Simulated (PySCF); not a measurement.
```xyz
6
charge 1 multiplicity 1, angstrom
S     0.0000    0.0000    0.0000
F     0.0000    0.0000    1.5488
F     0.0000    0.0000   -1.5488
F     1.5285    0.0000    0.0000
F    -0.7643    1.3237    0.0000
F    -0.7642   -1.3237    0.0000
```

Method: PBE0/[S def2-SVP, F def2-SVP], no relativity, density fitting, PySCF.

This geometry of SF₅⁺ is a stationary point at this level.

Problem. What is the point group?

Solution. D3h.

Problem. Is it a minimum?

Solution. Yes: all harmonic wavenumbers are real.

Problem. List the harmonic modes with their infrared intensities.

Solution. 
| symmetry | ω (cm⁻¹) | IR (km/mol, summed over degenerate members) |
| --- | --- | --- |
| e' | 157 | 0.8 |
| e'' | 534 | 0.0 |
| e' | 553 | 81.8 |
| a2'' | 598 | 58.9 |
| a1' | 735 | 0.0 |
| a1' | 822 | 0.0 |
| e' | 1070 | 494 |
| a2'' | 1092 | 379 |

Problem. Give the atomic charges and bond orders.

Solution. 
| atom | Mulliken | Löwdin | polar tensor | Mayer order to S1 |
| --- | --- | --- | --- | --- |
| S1 | 1.68 | 1.43 | 3.08 | – |
| F2,3 | -0.18 | -0.12 | -0.43 | 1.04 |
| F4,5,6 | -0.10 | -0.06 | -0.40 | 1.15 |

Problem. Give the ideal-gas entropy at 298.15 K and 1 bar by parts.

Solution. translation 169.3, rotation 96.0, vibration 35.6, spin 0.0; total 300.9 J/(mol K).

In D3h the vibrations span 3e' + e'' + 2a2'' + 2a1'. The a1', e'' modes carry no infrared intensity, as symmetry demands.

Only a few start shapes were tried, so a lower isomer may exist.
